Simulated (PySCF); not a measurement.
Task: Write Cartesian coordinates for `CCS(=O)(=O)[O-]` as optimised with GFN2-xTB. (Charge -1.)

Result: 
```
atom  x, y, z in Å
C1    -1.2715   -0.2907    0.3556
C2    -0.1898    0.7418    0.1949
S3     1.3585   -0.2203   -0.0527
O4     1.1181   -1.0038   -1.2646
O5     2.4098    0.7872   -0.2032
O6     1.4899   -1.0298    1.1588
H7    -1.0098   -0.9253    1.1996
H8    -1.2808   -0.9122   -0.5372
H9    -2.2646    0.1399    0.5133
H10   -0.0401    1.3518    1.0802
H11   -0.3143    1.3640   -0.6858
```

Any rigid rotation of these coordinates is as good. Atoms count from 1 in this order. S3 (sulfonyl sulfur) is distorted tetrahedral (angles from 104.7° to 113.9°). Of the pairs four or more bonds apart, O6···H7 is among the closest relative to their van der Waals radii: 2.50 Å, 92 % of the sum of Bondi's values. All 3 O–S bonds measure 1.463 to 1.464 Å.

Bonds between heavy atoms (Å): C1–C2 1.504, C2–S3 1.840, S3=O4 1.463, S3=O5 1.464, S3–O6 1.463.

Computed geometry: GFN2-xTB, gas phase.

Point group: Cs (tolerance 0.08 Å). GFN2-xTB frequencies: not computed here.
